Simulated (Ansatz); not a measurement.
We consider tetradymite Bi2Se3, described by r²SCAN+rVV10 in Ansatz (plane waves, PAW).

Run with plane-wave cutoff 500 eV, 10×10×10 k mesh, Fermi–Dirac smearing 0.05 eV, scalar-relativistic PAW data made under PBE.

Computed at the level's own relaxed cell.

Question: Give the computed volume per atom, lattice parameter a and c axis length.

Answer: 
- volume per atom: 29.04 Å³/atom
- lattice parameter a: 4.144 Å
- c axis length: 29.286 Å

Measured, for comparison: lattice constant a 4.143 Å, lattice parameter c 28.636 Å (temperature not stated, no zero-point or thermal correction; as tabulated in Luo et al. (2012), arXiv:1308.1523). Computed (rounded) less measured: lattice constant a 0.0 %, lattice parameter c +2.3 %.

Spin–orbit coupling is not included; it can shift volumes and moduli of such heavy elements.

Computed values are for the static lattice.

Cost on a shared machine: very roughly 13 core-minutes.

Ansatz is a program for electronic structure.
